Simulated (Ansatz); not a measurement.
in.yaml

```yaml
crystal:
  periodic: [false, false, false]
  atoms:
    - {symbol: N, position_ang: [-0.104201, 0.000000, 1.521268]}
    - {symbol: Ga, position_ang: [0.011438, 0.000000, -0.361116]}
    - {symbol: H, position_ang: [0.328389, -0.826162, 1.919816]}
    - {symbol: H, position_ang: [0.328389, 0.826162, 1.919816]}
basis:
  gaussian: {orbitals: cc-pVDZ}
total_charge: 1
magnetization: {spin_polarized: true, initial_magnetization: 3}
hamiltonian: {xc: {name: B2PLYP}}
correlation: {electrons: outside_noble_gas}
```

```sh
$ ansatz run in.yaml --threads 1 --pin off --events-out ev --progress --plain --max-ram 4096MiB --backend cpu
```

Log:

```
548 factors; integrals over basis functions are off by at most 8.1e-4 eV
mean field evaluation 1: about -53860.7084 eV, gradient 4.0e1 eV
mean field evaluation 2: about -53860.7079 eV, gradient 4.0e1 eV
mean field evaluation 4: about -53872.4969 eV, gradient 5.0e0 eV
mean field evaluation 8: about -53872.7634 eV, gradient 1.4e-1 eV
mean field evaluation 16: about -53872.7638 eV, gradient 1.2e-4 eV
mean field evaluation 32: about -53872.6148 eV, gradient 2.3e-1 eV
mean field evaluation 64: about -53872.6857 eV, gradient 2.7e0 eV
mean field -53872.76378904 eV, -1979.7875529763 hartree, gradient 8.7e-6 eV, S^2 3.756639; 6 other end points of the search recorded, 0 dependent functions left out
15 core orbitals not correlated, not the lowest: weight in the atoms' cores, before any rotation towards them, 0.681 or more for the frozen orbitals, at most 0.351 for the correlated occupied ones
reference -53872.76390721 eV, -1979.7875573192 hartree; 6, 3 occupied and 30, 33 virtual orbitals, 548 factors
second order -5.08024521 eV of doubles, -0.00000000 eV of singles
Total energy: -53874.13557342 eV, -1979.8379651226 hartree
```

Ran on 1 thread of AMD EPYC 7R13, shared host: 6.5 s wall, 0.17 GiB peak host memory.
